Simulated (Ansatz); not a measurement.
A run of Ansatz (development build ahead of 0.2.0) on doublet C2H4O(+) at this shape:

```xyz
7

O     0.8181    0.2014   -0.2132
C    -0.2644   -0.7841   -0.1393
C    -0.4846    0.5726    0.3471
H    -0.0563   -1.5804    0.5565
H    -0.6321   -1.0757   -1.1096
H    -1.0149    1.2843   -0.2643
H    -0.4428    0.7820    1.4034
```

Its results:

```json
{
  "Converged": "yes",
  "Reference energy": "-152.41496 hartree",
  "Correlation energy": "-0.40375 hartree",
  "Total energy": "-152.81872 hartree",
  "Spin squared of the determinant": "0.763",
  "Stability test": "minimum"
}
```

Forces (eV/Å):
```
atom      Fx      Fy      Fz
  O1  -0.071  -0.012   0.018
  C2  -0.442   0.735   0.380
  C3  -0.187  -0.903  -0.212
  H4   0.433  -0.521   0.397
  H5   0.038  -0.168  -0.768
  H6  -0.088   0.613  -0.490
  H7   0.316   0.257   0.674
```

(1) Which input gives this output? Name the method, the orbitals and the basis set, and write the input.

Results:

(1) UHF-MP2 in def2-SVP.

```yaml
crystal:
  periodic: [false, false, false]
  atoms:
    - { symbol: O, position_ang: [0.81806, 0.20137, -0.21324] }
    - { symbol: C, position_ang: [-0.26444, -0.78405, -0.13933] }
    - { symbol: C, position_ang: [-0.48464, 0.57255, 0.34705] }
    - { symbol: H, position_ang: [-0.05632, -1.58039, 0.55645] }
    - { symbol: H, position_ang: [-0.63215, -1.07572, -1.10955] }
    - { symbol: H, position_ang: [-1.01493, 1.28431, -0.26432] }
    - { symbol: H, position_ang: [-0.44283, 0.78204, 1.40344] }
basis:
  gaussian: { orbitals: def2-SVP }
total_charge: 1
magnetization:
  spin_polarized: true
  initial_magnetization: 1
hamiltonian:
  xc: hf
correlation:
  method: mp2
  frozen_orbitals: { C: 1, H: 0, O: 1 }
output:
  forces: true
```
